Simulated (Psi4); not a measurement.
**PBE-D4/aug-cc-pVDZ (density fitting) run of CH4Si (SMILES C[SiH])**

We compute a short trajectory of CH4Si. Input form: an ASE script.

The results are computed with Psi4 1.11.

## 1. Starting point

CH4Si: 6 atoms, total charge 0, spin state singlet. SMILES: `C[SiH]`. Geometry: relaxed at PBE0-D4/def2-TZVP. The run starts from this shape.

Bond lengths: C1–Si2 1.892 Å, C1–H3 1.098 Å, C1–H4 1.091 Å, C1–H5 1.098 Å, Si2–H6 1.531 Å. Angles: C1–Si2–H6 94.2°, Si2–C1–H3 109.7°, Si2–C1–H4 113.8°, Si2–C1–H5 109.5°, H3–C1–H4 109.0°, H3–C1–H5 105.5°, H4–C1–H5 109.0°.

## 2. Molecular dynamics at PBE-D4/aug-cc-pVDZ (density fitting)

File ch4si.xyz:

```xyz
6
CH4Si
C     -0.093500    -0.366000    -0.370300
Si     0.917300     0.209800     1.122300
H     -1.156900    -0.410100    -0.102200
H      0.215000    -1.335600    -0.763000
H     -0.024000     0.382000    -1.170800
H      0.142200     1.520000     1.284000
```

File ch4si_ase.py:

```python
import numpy as np
from ase.calculators.psi4 import Psi4
from ase.io import read
from ase import units
from ase.md.velocitydistribution import MaxwellBoltzmannDistribution, Stationary
from ase.md.verlet import VelocityVerlet

atoms = read('ch4si.xyz')
calc = Psi4(atoms=atoms, method='pbe-d4', basis='aug-cc-pVDZ', memory='1600MB', num_threads=1, charge=0, multiplicity=1, label='psi4-calc', reference='rks')
atoms.calc = calc

MaxwellBoltzmannDistribution(atoms, temperature_K=600.0, rng=np.random.default_rng(599))
Stationary(atoms)
dyn = VelocityVerlet(atoms, 1.0 * units.fs)
def show():
    ep, ek = atoms.get_potential_energy(), atoms.get_kinetic_energy()
    print(f'step {dyn.nsteps:3d}  Epot {ep:14.6f}  Ekin {ek:9.6f}  Etot {ep + ek:14.6f} eV  T {atoms.get_temperature():7.1f} K')
dyn.attach(show)
dyn.run(40)
```

Launch:

```bash
python ch4si_ase.py
```

What values should one expect? Wanted: potential energy of the last frame.

Computed results:

At PBE-D4/aug-cc-pVDZ (density fitting):

| quantity | value |
| --- | --- |
| potential energy of the last frame | -329.72093 Eh |
